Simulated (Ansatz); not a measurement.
# MgSi (charge -1): a test of scalar relativity

With the Python package of Ansatz (0.2.0).

Contents of `mgsi.xyz`:
```text
2

Mg    0.00000    0.00000    0.00000
Si    0.00000    0.00000    2.57000
```

The cells in order, each with its output:

In [1]:
```python
import ansatz as az
import numpy as np
```

In [2]:
```python
mgsi = az.Crystal.molecule_from_extxyz("mgsi.xyz")

calculation = (
    mgsi.calculation()
    .functional("PBE")
    .charge(-1)
    .spin("collinear", total=1)
    .forces()
)
# a set contracted for a scalar-relativistic Hamiltonian goes with the relativistic run
sets = {"none": "cc-pVTZ", "scalar": "cc-pVTZ-DK"}
found = {kind: calculation.basis(gaussian=basis).pseudopotentials(relativity=kind).run().report for kind, basis in sets.items()}
for kind, each in found.items():
    dipole = 4.803205 * np.linalg.norm(each["charge_distribution"]["dipole_moment_e_ang"])
    print(f"{kind:7s} E = {each['free_energy_ev']:.4f} eV  dipole {dipole:.3f} D  largest force component {np.abs(each['forces_ev_ang']).max():.4f} eV/A")
print(f"relativity lowers the total energy by {found['none']['free_energy_ev'] - found['scalar']['free_energy_ev']:.3f} eV")
```
```text
none    E = -13313.3750 eV  dipole 1.207 D  largest force component 0.2791 eV/A
scalar  E = -13338.4320 eV  dipole 1.229 D  largest force component 0.2776 eV/A
relativity lowers the total energy by 25.057 eV
```

What to keep in mind:
- Total energies depend on the basis set; only differences at equal settings carry meaning.
- The geometry is a force-field or estimated start, not a minimum of this method. The basis set changes with the Hamiltonian (a set recontracted for scalar relativity), and most of the change in the total lies in the cores.
- The run takes the species as open-shell (spin multiplicity 2), which needn't be its ground state.
- The expectation value of S² is noticeably off S(S+1) in at least one run, so that state is spin-contaminated.
- An ion's dipole depends on the origin; the program takes it about the centre of nuclear charge.
- The spin state was assumed, and another may lie lower.
- Anions want diffuse functions, which this basis lacks.
- The whole script took 41 s on 1 thread of Arm Neoverse V2, on a shared host, peak memory 0.22 GiB.
